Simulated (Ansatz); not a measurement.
Mulliken charges of `O=C=NCF` from PBE/def2-TZVPP in Ansatz (PBE0-D4/def2-TZVP geometry).

| atom | x (Å) | y (Å) | z (Å) | charge (e) |
| --- | --- | --- | --- | --- |
| O1 | -0.981 | -2.444 | -0.318 | -0.150 |
| C2 | -0.395 | -1.488 | -0.013 | 0.168 |
| N3 | 0.274 | -0.569 | 0.380 | -0.153 |
| C4 | 0.327 | 0.813 | 0.083 | 0.111 |
| F5 | -0.604 | 1.168 | -0.861 | -0.188 |
| H6 | 1.316 | 1.064 | -0.308 | 0.106 |
| H7 | 0.124 | 1.388 | 0.990 | 0.106 |

Task: By hand: the dipole of these point charges (1 e Å = 4.8032 D).

Result: Σ q r = (0.341, 0.334, 0.231) e Å, of length 0.530 e Å = 2.55 D.

Task: How does the dipole of the full density compare? (Best estimate.)

Result: Ansatz gave: (0.281, 0.329, 0.176) e Å, 2.24 D; the point charges give 1.14 times that, at 6° from its direction.

Point charges leave out the atoms' own dipoles, such as those of lone pairs, and Mulliken's split depends on the basis, so the close match here is no proof of good charges.
